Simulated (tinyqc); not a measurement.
ROHF in the sto-3g basis, for H2O, spin multiplicity 3, step by step (part 2 of 2). Computed by tinyqc, a small Python program that keeps every step (integrals from PySCF). Command: `OMP_NUM_THREADS=1 python tinyqc.py 29131 29132 out.jsonl` (the two numbers bound the seeds that draw the settings). One thread of a shared host (Intel(R) Xeon(R) Processor @ 2.60GHz), about 0.07 s of CPU time with the checks.

Geometry (angstrom):
```
atom         x          y         z
O     0.000000   0.000000  0.000000
H     0.000000   0.932000  0.768000
H     0.000000  -0.896000  0.739000
```

## Iteration 2: diagonalisation and new density

extrapolated F (hartree), lower triangle:
```
             1O 1s      1O 2s     1O 2px     1O 2py     1O 2pz      2H 1s      3H 1s
1O 1s   -20.370673
1O 2s    -5.187688  -2.448331
1O 2px    0.000000   0.000000  -0.139534
1O 2py    0.014288   0.048332   0.000000  -0.381951
1O 2pz   -0.018958  -0.044158   0.000000  -0.026349  -0.409990
2H 1s    -0.668948  -0.652209   0.000000  -0.261646  -0.238777  -0.263644
3H 1s    -0.740912  -0.751400   0.000000   0.374366  -0.325404  -0.200498  -0.423964
```

X, lower triangle:
```
            1O 1s      1O 2s    1O 2px     1O 2py     1O 2pz      2H 1s     3H 1s
1O 1s    1.023313
1O 2s   -0.133743   1.122542
1O 2px   0.000000   0.000000  1.000000
1O 2py   0.000517  -0.005759  0.000000   1.054312
1O 2pz  -0.006213   0.056787  0.000000  -0.002928   1.032052
2H 1s    0.016462  -0.178157  0.000000  -0.142634  -0.101865   1.090472
3H 1s    0.017721  -0.198132  0.000000   0.153023  -0.111408  -0.054168  1.105325
```

Diagonalise F' = X^T F X, C = X C', fill 6 alpha and 4 beta electrons from the bottom; D(s) = C_occ C_occ^T. Each column has its largest component positive (the first on a tie).

F' = X^T F X (hartree), lower triangle:
```
            1          2          3          4          5          6          7
1  -19.998355
2   -2.681512  -1.401831
3    0.000000   0.000000  -0.139534
4    0.013647   0.017894   0.000000  -0.231760
5   -0.044477   0.083539   0.000000  -0.053818  -0.318751
6   -0.062264  -0.319201   0.000000  -0.267158  -0.190985  -0.002956
7   -0.065751  -0.377823   0.000000   0.365699  -0.292710  -0.054357  -0.083070
```

orbital energies (hartree): MO1 -20.378612, MO2 -1.233478, MO3 -0.580392, MO4 -0.508211, MO5 -0.139534, MO6 0.266559, MO7 0.397412

coefficients C:
```
              MO1        MO2        MO3        MO4       MO5        MO6        MO7
1O 1s    0.994626  -0.243922  -0.053769   0.052925  0.000000   0.089401   0.056705
1O 2s    0.022861   0.919560   0.252857  -0.272006  0.000000  -0.509776  -0.329141
1O 2px   0.000000   0.000000   0.000000   0.000000  1.000000   0.000000   0.000000
1O 2py  -0.001022  -0.062354   0.636147   0.325506  0.000000  -0.388062   0.700184
1O 2pz   0.002420   0.057141  -0.262781   0.776971  0.000000  -0.499527  -0.407008
2H 1s   -0.003323   0.080230   0.238828   0.318179  0.000000   1.015708  -0.241674
3H 1s   -0.004330   0.161975  -0.491188   0.150578  0.000000   0.197581   0.985314
```

D(alpha) after iteration 2, lower triangle:
```
            1O 1s      1O 2s    1O 2px     1O 2py     1O 2pz     2H 1s     3H 1s
1O 1s    1.062464
1O 2s   -0.275129   1.243908
1O 2px   0.000000   0.000000  1.000000
1O 2py  -0.037478   0.212778  0.000000   0.665118
1O 2pz  -0.000938   0.029460  0.000000   0.276023   0.925535
2H 1s    0.071929  -0.470240  0.000000  -0.143658  -0.318341  1.196388
3H 1s    0.008228  -0.117034  0.000000  -0.350223   0.156618  0.144295  0.329232
```

D(beta) after iteration 2, lower triangle:
```
            1O 1s      1O 2s    1O 2px     1O 2py    1O 2pz      2H 1s     3H 1s
1O 1s    1.054472
1O 2s   -0.229555   0.984037
1O 2px   0.000000   0.000000  0.000000
1O 2py  -0.002785   0.014954  0.000000   0.514526
1O 2pz   0.043720  -0.225187  0.000000   0.082176  0.676008
2H 1s   -0.018877   0.047543  0.000000   0.250500  0.189033   0.164725
3H 1s   -0.009436  -0.016312  0.000000  -0.273549  0.255314  -0.056389  0.290194
```

## Iteration 12 (converged): orbitals

converged F (hartree), lower triangle:
```
             1O 1s      1O 2s     1O 2px     1O 2py     1O 2pz      2H 1s      3H 1s
1O 1s   -20.378528
1O 2s    -5.187128  -2.461449
1O 2px    0.000000   0.000000  -0.149050
1O 2py    0.009713   0.022159   0.000000  -0.361245
1O 2pz   -0.007973  -0.030498   0.000000  -0.060490  -0.430202
2H 1s    -0.670451  -0.667599   0.000000  -0.252293  -0.239992  -0.273391
3H 1s    -0.743688  -0.739143   0.000000   0.376516  -0.293704  -0.224414  -0.399994
```

As before.

F' = X^T F X (hartree), lower triangle:
```
            1          2          3          4          5          6          7
1  -20.007245
2   -2.676441  -1.418042
3    0.000000   0.000000  -0.149050
4    0.012090  -0.012862   0.000000  -0.209008
5   -0.033390   0.089289   0.000000  -0.088966  -0.346004
6   -0.063511  -0.325265   0.000000  -0.255026  -0.185565  -0.009792
7   -0.072701  -0.363245   0.000000   0.386671  -0.261790  -0.085934  -0.061005
```

orbital energies (hartree): MO1 -20.386277, MO2 -1.240822, MO3 -0.559399, MO4 -0.527188, MO5 -0.149050, MO6 0.224423, MO7 0.438167

coefficients C:
```
              MO1        MO2        MO3        MO4       MO5        MO6        MO7
1O 1s    0.994689  -0.245892  -0.029624   0.060216  0.000000   0.095903   0.045931
1O 2s    0.022542   0.929260   0.147847  -0.305740  0.000000  -0.547624  -0.270151
1O 2px   0.000000   0.000000   0.000000   0.000000  1.000000   0.000000   0.000000
1O 2py  -0.000706  -0.033304   0.711263   0.113465  0.000000  -0.266258   0.751401
1O 2pz   0.001762   0.037879   0.007421   0.833483  0.000000  -0.533535  -0.332181
2H 1s   -0.003163   0.096461   0.273592   0.227494  0.000000   0.997485  -0.351989
3H 1s   -0.003945   0.137830  -0.458164   0.272508  0.000000   0.292931   0.954505
```

D(alpha) after iteration 12, lower triangle:
```
            1O 1s      1O 2s    1O 2px     1O 2py     1O 2pz     2H 1s     3H 1s
1O 1s    1.063570
1O 2s   -0.281385   1.279260
1O 2px   0.000000   0.000000  1.000000
1O 2py  -0.032286   0.185312  0.000000   0.590772
1O 2pz  -0.008760   0.073683  0.000000   0.240645   0.980846
2H 1s    0.074391  -0.485786  0.000000  -0.048390  -0.336902  1.130898
3H 1s    0.020259  -0.183479  0.000000  -0.377538   0.072656  0.242145  0.388996
```

D(beta) after iteration 12, lower triangle:
```
            1O 1s      1O 2s    1O 2px     1O 2py    1O 2pz      2H 1s     3H 1s
1O 1s    1.054373
1O 2s   -0.228866   0.979367
1O 2px   0.000000   0.000000  0.000000
1O 2py  -0.006751   0.039502  0.000000   0.519879
1O 2pz   0.042408  -0.218493  0.000000   0.098587  0.696187
2H 1s   -0.021271   0.060461  0.000000   0.217199  0.195291   0.135921
3H 1s   -0.007834  -0.023064  0.000000  -0.299543  0.228945  -0.050049  0.303188
```

## Convergence

Stop when the energy changes by less than 1e-10 hartree and every element of the error matrix X^T (F D S - S D F) X is below 3e-06.

Course of the cycle:
```
iteration   E (hartree)     change  largest element of the error matrix
1          -74.40625595          -                             3.33e-01
2          -74.64849396  -2.42e-01                             1.00e-01
3          -74.71132558  -6.28e-02                             3.10e-02
4          -74.71507996  -3.75e-03                             1.13e-02
5          -74.71533216  -2.52e-04                             5.65e-03
6          -74.71544622  -1.14e-04                             2.03e-03
7          -74.71546947  -2.32e-05                             5.99e-04
8          -74.71547239  -2.92e-06                             4.00e-04
9          -74.71547408  -1.69e-06                             9.12e-05
10         -74.71547417  -8.96e-08                             5.94e-06
11         -74.71547417  -1.62e-10                             1.47e-06
12         -74.71547417  -1.03e-11                             1.70e-07
```

PySCF ROHF in the same basis = -74.71547417 hartree

Converged in 12 iterations.

## Populations, bond orders and dipole

overlap S, lower triangle:
```
           1O 1s     1O 2s    1O 2px     1O 2py    1O 2pz     2H 1s     3H 1s
1O 1s   1.000000
1O 2s   0.236704  1.000000
1O 2px  0.000000  0.000000  1.000000
1O 2py  0.000000  0.000000  0.000000   1.000000
1O 2pz  0.000000  0.000000  0.000000   0.000000  1.000000
2H 1s   0.029782  0.326654  0.000000   0.231053  0.190395  1.000000
3H 1s   0.033199  0.351378  0.000000  -0.244600  0.201740  0.157020  1.000000
```

Mulliken: Z minus the diagonal of D S on the atom; Loewdin: the same with S^(1/2) D S^(1/2); Mayer order: 2 sum_s sum (D(s) S)_ij (D(s) S)_ji over the two atoms.

Charges (e):
```
atom   Mulliken    Loewdin  Mulliken spin
1O     0.048316   0.101789       1.233617
2H    -0.171672  -0.196924       0.702581
3H     0.123356   0.095135       0.063803
```

Mayer bond orders:
```
pair     order
2-1   0.408722
3-1   0.912526
3-2   0.068187
```

dipole moment about the origin, x y z (debye): 0.000000  -1.614887  0.063995
